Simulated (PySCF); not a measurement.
Molecule: `CCS(=O)(=O)O`, C₂H₆O₃S.

Structure with atom numbers: `[CH3:1][CH2:2][S:3](=[O:4])(=[O:5])[OH:6]` (H(Xn): hydrogen on atom n).

Geometry PBE0-D3(BJ)/def2-SVP throughout; GIAO in PySCF 2.14.0 with density-fitted response routines, gas phase, one conformer, non-relativistic; equivalent atoms averaged; functional PBE0.

(1) How do the absolute shieldings σ depend on the basis set? (ppm; last column core-seconds on shared hosts with different chips, so compare them loosely)

(2) Which nucleus moves most, in ppm?

(3) Taking the largest basis, pcSseg-2 (307 functions), as the yardstick, rank the others by their worst heavy-atom deviation.

Results:

(1) 
```
    basis set  functions     C2     C1     S3  O4/O5     O6  H(C2)  H(C1)  H(O6)  core-s
       STO-3G         40  201.5  218.2  643.5  211.4  253.2  30.86  31.33  32.54     3.3
        6-31G         70  144.7  190.6  251.5  108.7  134.4  29.79  31.04  29.77     5.6
     pcSseg-0         70  133.2  183.7  160.8   86.8  141.3  29.61  30.96  30.40     5.6
       6-31G*        100  146.0  184.6  237.1  124.1  147.6  29.40  30.68  28.05     8.2
     def2-SVP        118  142.9  185.2  240.4  117.4  151.9  28.68  30.07  27.82     7.6
      cc-pVDZ        118  144.5  186.6  248.5  118.6  151.1  28.69  30.04  27.90      12
     pcSseg-1        139  130.3  174.8  164.0   91.7  127.5  28.47  29.85  27.07     9.4
  aug-cc-pVDZ        196  142.1  185.8  250.1  119.0  144.9  28.31  29.90  27.25      27
6-311+G(2d,p)        206  132.8  177.0  147.9   89.2  122.9  28.46  30.09  27.22      21
    def2-TZVP        228  133.6  176.9  117.6   91.5  125.8  28.58  30.08  27.20      23
      cc-pVTZ        268  134.7  177.9  188.3  100.8  132.1  28.37  29.87  26.97      47
     IGLO-III        279  128.9  173.8  152.1   81.9  117.4  28.35  29.94  26.83      46
     pcSseg-2        307  130.0  174.2  140.3   89.0  121.7  28.39  29.84  26.69      49
```

(2) S3 (sulfonyl sulfur): from 117.6 ppm with def2-TZVP to 643.5 ppm with STO-3G. The smallest spread is 1.50 ppm, at H(C1). Proton shifts span only some 12 ppm, so a few tenths of a ppm matter as much there as several ppm in carbon.

(3) 6-311+G(2d,p) 7.6 ppm (206 functions), IGLO-III 11.8 ppm (279 functions), pcSseg-0 20.5 ppm (70 functions), def2-TZVP 22.7 ppm (228 functions), pcSseg-1 23.8 ppm (139 functions), cc-pVTZ 48.1 ppm (268 functions), 6-31G* 96.8 ppm (100 functions), def2-SVP 100.1 ppm (118 functions), cc-pVDZ 108.2 ppm (118 functions), aug-cc-pVDZ 109.8 ppm (196 functions), 6-31G 111.2 ppm (70 functions), STO-3G 503.3 ppm (40 functions).

A small basis that lands close on one nucleus may do so by chance; judge by the trend and by all nuclei.
